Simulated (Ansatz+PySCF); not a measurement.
## singlet F2: levels of theory in one basis

```xyz
2

F     0.0000    0.0000   -1.3420
F     0.0000    0.0000    1.3420
```

Basis set: STO-3G (spherical functions). Correlated methods keep 2 orbitals frozen. Charge 0, multiplicity 1.

Computed with Ansatz (development build ahead of 0.2.0); each method stands on the lowest determinant of its kind that the runs found.

```tsv
method	E − E(RHF) (eV)	<S²> of the determinant
RHF	0.00	0.00
UHF	-10.37	1.00
RHF-MP2	-9.94	–
UHF-MP2	-10.37	1.00
RHF-CCSD	-10.36	–
RHF-CCSD(T)	-10.36	–
full CI (lowest root of this spin)	-10.37	–
```

At such a shape the full CI root can have another spatial symmetry than the determinants, so the rows needn't describe one state.

Task: Is a single determinant a sound starting point here?

Result: It is doubtful. Unrestricted orbitals lower Hartree–Fock by 10.37 eV and <S²> is 1.00 where a pure state has 0.00, a sign of strong static correlation.

Caution for RHF, RHF-MP2, RHF-CCSD, RHF-CCSD(T): an unrestricted determinant lies well below. Caution for UHF, UHF-MP2: the unrestricted determinant is a mixture of spin states; the determinant may break the point group. Caution for RHF-MP2, UHF-MP2: large amplitudes, a single reference is doubtful. Caution for RHF-MP2, RHF-CCSD, RHF-CCSD(T): the program doubts this total. Caution for RHF-CCSD, RHF-CCSD(T): very large amplitudes, the method is breaking down.
